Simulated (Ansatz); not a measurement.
Program: Ansatz 0.2.0.

A structure relaxed at PBE0-D4/def2-TZVP, charge 0, multiplicity 1:

```xyz
9

C     0.233   -0.872   -0.402
Si   -1.125    0.448   -0.296
Si    0.870    0.506    0.736
H     0.024   -1.836    0.058
H     0.733   -0.993   -1.361
H    -2.363    0.057    0.418
H    -1.388    1.217   -1.535
H     1.996    1.317    0.215
H     1.021    0.156    2.167
```

Question: Give its formula and SMILES.

Answer: CH6Si2, `C1[SiH2][SiH2]1`.

Question: Point group (tolerance 0.08 Å, 0.16 Å for H)?

Answer: C2v.

Question: Summarise the bond lengths by kind.

Answer: 2 × C–Si 1.897 Å; 2 × C–H 1.088 Å; 1 × Si–Si 2.247 Å; 4 × H–Si 1.482 Å.
